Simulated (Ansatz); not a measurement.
Basis-set extrapolation for AlFH2, SMILES `[F][AlH2]` (PBE0-D4/def2-TZVP geometry, frozen core, the Gaussian-basis code of Ansatz). Multiplicity 1, RHF reference.

```csv
,def2-TZVPP,def2-QZVPP
HF,-342.636870,-342.649608
MP2 correlation,-0.337652,-0.368803
CCSD(T) correlation,-0.361024,-0.390656
```

Energies in hartree. Use E(X) = E(∞) + A·exp(−7.88·√X) for Hartree–Fock and E(X) = E(∞) + B·X^(−2.97) for correlation, with X = 3 and 4.

Problem. What is the CCSD(T) energy at the basis-set limit?

Solution. HF limit: -342.649608 + (-0.012738) × 0.13774 = -342.65136. Correlation limit: -0.390656 + (-0.029632) × 0.74074 = -0.41261. Total: -343.06397 hartree, 173.5 kJ/mol below CCSD(T)/def2-TZVPP.
